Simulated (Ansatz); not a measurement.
A calculation with Ansatz (development build ahead of 0.2.0).

```yaml
crystal:
  periodic: [false, false, false]
  atoms:
    - { symbol: Si, position_ang: [0.00065, -0.00147, 0.04997] }
    - { symbol: H, position_ang: [0.86083, 0.85412, 0.91125] }
    - { symbol: H, position_ang: [0.87413, -0.87723, -0.90785] }
    - { symbol: H, position_ang: [-0.89228, 0.83174, -0.88771] }
    - { symbol: H, position_ang: [-0.85795, -0.89456, 0.8995] }
basis:
  gaussian: { orbitals: "6-31G" }
hamiltonian:
  xc: hf
```

The input is written out in the form of the current development build from the run's settings.

The run gave:

- Converged: yes
- Total energy: -291.17103 hartree
- Spin squared of the determinant: 0.000
